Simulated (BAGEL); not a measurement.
# C2H7B (SMILES CBC) at HF/3-21G (density fitting with qzvpp-jkfit)

Aim: the vertical ionisation energy of C2H7B at HF/3-21G (density fitting with qzvpp-jkfit), from 2 runs. 

Program for the calculation: BAGEL 1.2.2.

1 further run of the same task is left out (set aside as unsound or not needed). Runs told in other sessions of the task aren't counted.

## Step 1: The molecule

The species is C2H7B (10 atoms), meant as a singlet with charge 0. As SMILES, `CBC`. The coordinates come from a PBE0-D4/def2-TZVP relaxation.

Bond lengths: C1–B2 1.558 Å, B2–C3 1.557 Å, C1–H4 1.102 Å, C1–H5 1.093 Å, C1–H6 1.092 Å, B2–H7 1.204 Å, C3–H8 1.093 Å, C3–H9 1.093 Å, C3–H10 1.102 Å. Some angles: C1–B2–C3 123.5°, C1–B2–H7 118.3°, C3–B2–H7 118.3°, B2–C1–H4 105.5°, B2–C1–H5 113.7°, B2–C1–H6 115.1°, B2–C3–H8 113.8°, B2–C3–H9 115.0°, B2–C3–H10 105.4°, H4–C1–H5 105.0°.

## Step 2: The energy at HF/3-21G (density fitting with qzvpp-jkfit)

Input file input.json:

```json
{ "bagel" : [

{
  "title" : "molecule",
  "basis" : "3-21g",
  "df_basis" : "qzvpp-jkfit",
  "angstrom" : "true",
  "geometry" : [
    { "atom" : "C", "xyz" : [      -0.866800,       0.874600,      -0.607300 ] },
    { "atom" : "B", "xyz" : [       0.104600,      -0.333600,      -0.456400 ] },
    { "atom" : "C", "xyz" : [       0.826500,      -0.693800,       0.875800 ] },
    { "atom" : "H", "xyz" : [      -1.880100,       0.442100,      -0.587100 ] },
    { "atom" : "H", "xyz" : [      -0.793000,       1.379200,      -1.574000 ] },
    { "atom" : "H", "xyz" : [      -0.820700,       1.609400,       0.199800 ] },
    { "atom" : "H", "xyz" : [       0.309300,      -1.024800,      -1.421300 ] },
    { "atom" : "H", "xyz" : [       0.932700,      -1.768600,       1.043000 ] },
    { "atom" : "H", "xyz" : [       0.414400,      -0.217500,       1.768500 ] },
    { "atom" : "H", "xyz" : [       1.856400,      -0.318200,       0.761900 ] }
  ]
},

{ "title" : "hf" },

{ "title" : "print", "file" : "orbitals.molden", "orbitals" : "true" }

]}
```

On the command line:

```
$ BAGEL_NUM_THREADS=1 BAGEL input.json > input.out
```

The program printed:

```text
* using 1 threads per process

  ===============================================================
  ===============================================================

  *** Geometry ***

  { "atom" : "C", "xyz" : [     -1.638015,      1.652754,     -1.147631 ] },
  { "atom" : "B", "xyz" : [      0.197665,     -0.630413,     -0.862471 ] },
  { "atom" : "C", "xyz" : [      1.561859,     -1.311092,      1.655022 ] },
  { "atom" : "H", "xyz" : [     -3.552874,      0.835448,     -1.109458 ] },
  { "atom" : "H", "xyz" : [     -1.498553,      2.606310,     -2.974429 ] },
  { "atom" : "H", "xyz" : [     -1.550898,      3.041325,      0.377567 ] },
  { "atom" : "H", "xyz" : [      0.584492,     -1.936591,     -2.685868 ] },
  { "atom" : "H", "xyz" : [      1.762548,     -3.342170,      1.970984 ] },
  { "atom" : "H", "xyz" : [      0.783103,     -0.411015,      3.341981 ] },
  { "atom" : "H", "xyz" : [      3.508088,     -0.601311,      1.439782 ] },

  Number of auxiliary basis functions:      351

  Since a DF basis is specified, we compute 2- and 3-index integrals:
    o Being stored without compression. Storage requirement is 0.005 GB

  Number of basis functions:       41
  Number of electrons      :       24

    * METHOD: MOLECULE                             0.23

  *** RHF ***

  === Nuclear Repulsion ===
    66.8727389155

      * DIIS with orbital gradients will be used.

  === RHF iteration (3-21g) ===
      0       -103.84385509          0.02347485           0.04
      1       -103.91022803          0.00674036           0.04
      2       -103.91727113          0.00185654           0.05
      3       -103.91784660          0.00015315           0.05
      4       -103.91785449          0.00002406           0.05
      5       -103.91785464          0.00000741           0.04
      6       -103.91785466          0.00000201           0.04
      7       -103.91785466          0.00000052           0.05
      8       -103.91785466          0.00000010           0.06
      9       -103.91785466          0.00000003           0.04
     10       -103.91785466          0.00000001           0.03
     11       -103.91785466          0.00000000           0.04
    * SCF iteration converged.

    * Permanent dipole moment:
           (    0.022351,    -0.076870,    -0.105829) a.u.

    * METHOD: HF                                   0.72

    * METHOD: PRINT                                0.02

  ===============================================================
```

Wall time 1.6 s (1 thread of AMD EPYC, shared host); peak memory 0.079 GiB.

## Step 3: The doublet cation, same level

Input file input.json:

```json
{ "bagel" : [

{
  "title" : "molecule",
  "basis" : "3-21g",
  "df_basis" : "qzvpp-jkfit",
  "angstrom" : true,
  "geometry" : [
    { "atom" : "C", "xyz" : [   -0.866800,    0.874600,   -0.607300 ] },
    { "atom" : "B", "xyz" : [    0.104600,   -0.333600,   -0.456400 ] },
    { "atom" : "C", "xyz" : [    0.826500,   -0.693800,    0.875800 ] },
    { "atom" : "H", "xyz" : [   -1.880100,    0.442100,   -0.587100 ] },
    { "atom" : "H", "xyz" : [   -0.793000,    1.379200,   -1.574000 ] },
    { "atom" : "H", "xyz" : [   -0.820700,    1.609400,    0.199800 ] },
    { "atom" : "H", "xyz" : [    0.309300,   -1.024800,   -1.421300 ] },
    { "atom" : "H", "xyz" : [    0.932700,   -1.768600,    1.043000 ] },
    { "atom" : "H", "xyz" : [    0.414400,   -0.217500,    1.768500 ] },
    { "atom" : "H", "xyz" : [    1.856400,   -0.318200,    0.761900 ] }
  ]
},
{
  "title" : "uhf",
  "charge" : 1,
  "nopen" : 1
},
{
  "title" : "print",
  "file" : "orbitals.molden",
  "orbitals" : true
}

]}
```

On the command line:

```
$ BAGEL_NUM_THREADS=1 BAGEL input.json > input.out
```

The program printed:

```text
* using 1 threads per process

  ===============================================================
  ===============================================================

  *** Geometry ***

  { "atom" : "C", "xyz" : [     -1.638015,      1.652754,     -1.147631 ] },
  { "atom" : "B", "xyz" : [      0.197665,     -0.630413,     -0.862471 ] },
  { "atom" : "C", "xyz" : [      1.561859,     -1.311092,      1.655022 ] },
  { "atom" : "H", "xyz" : [     -3.552874,      0.835448,     -1.109458 ] },
  { "atom" : "H", "xyz" : [     -1.498553,      2.606310,     -2.974429 ] },
  { "atom" : "H", "xyz" : [     -1.550898,      3.041325,      0.377567 ] },
  { "atom" : "H", "xyz" : [      0.584492,     -1.936591,     -2.685868 ] },
  { "atom" : "H", "xyz" : [      1.762548,     -3.342170,      1.970984 ] },
  { "atom" : "H", "xyz" : [      0.783103,     -0.411015,      3.341981 ] },
  { "atom" : "H", "xyz" : [      3.508088,     -0.601311,      1.439782 ] },

  Number of auxiliary basis functions:      351

  Since a DF basis is specified, we compute 2- and 3-index integrals:
    o Being stored without compression. Storage requirement is 0.005 GB

  Number of basis functions:       41
  Number of electrons      :       24

    * METHOD: MOLECULE                             0.31

  *** Open-shell HF ***

  === Nuclear Repulsion ===
    66.8727389155

      * DIIS with orbital gradients will be used.

  === UHF iteration (3-21g) ===
      0       -103.43633750          0.03919428           0.08
      1       -103.50511323          0.01169056           0.07
      2       -103.51198120          0.00469315           0.06
      3       -103.51319623          0.00161544           0.06
      4       -103.51368307          0.00085793           0.05
      5       -103.51388963          0.00034623           0.05
      6       -103.51391994          0.00012535           0.05
      7       -103.51392499          0.00005172           0.05
      8       -103.51392626          0.00001741           0.05
      9       -103.51392639          0.00000890           0.05
     10       -103.51392642          0.00000644           0.06
     11       -103.51392643          0.00000596           0.05
     12       -103.51392645          0.00000598           0.06
     13       -103.51392643          0.00000593           0.06
     14       -103.51392638          0.00000565           0.06
     15       -103.51392614          0.00000454           0.06
     16       -103.51392587          0.00000221           0.06
     17       -103.51392585          0.00000130           0.06
     18       -103.51392585          0.00000070           0.06
     19       -103.51392585          0.00000030           0.05
     20       -103.51392585          0.00000018           0.06
     21       -103.51392585          0.00000011           0.05
     22       -103.51392585          0.00000009           0.07
     23       -103.51392585          0.00000004           0.06
     24       -103.51392585          0.00000003           0.05
     25       -103.51392585          0.00000002           0.05
     26       -103.51392585          0.00000001           0.06
    * SCF iteration converged.

    * S^2 (UHF) is 0.7665

    * Permanent dipole moment:
           (   -0.116436,     0.412564,     0.591678) a.u.

    * METHOD: UHF                                  1.78

    * METHOD: PRINT                                0.02

  ===============================================================
```

Run time: 2.8 s. Hardware: 1 thread of AMD EPYC, shared host; peak memory 0.079 GiB.

## Step 4: Outcome

Level: HF/3-21G (density fitting with qzvpp-jkfit).

```
                                          quantity          value
                       singlet C2H7B: total energy  -103.91785 Eh
                      singlet C2H7B: dipole moment         0.34 D
                        singlet C2H7B: HOMO energy      -12.03 eV
                        singlet C2H7B: LUMO energy        3.53 eV
                      singlet C2H7B: HOMO–LUMO gap       15.56 eV
                      doublet cation: total energy  -103.51393 Eh
                              doublet cation: ⟨S²⟩          0.766
vertical ionisation energy (to the doublet cation)      10.991 eV
```

What this shows: Removing an electron at fixed nuclei costs 10.99 eV (253 kcal/mol). The negative HOMO energy of the first species, 12.03 eV, lies 1.04 eV above that difference.
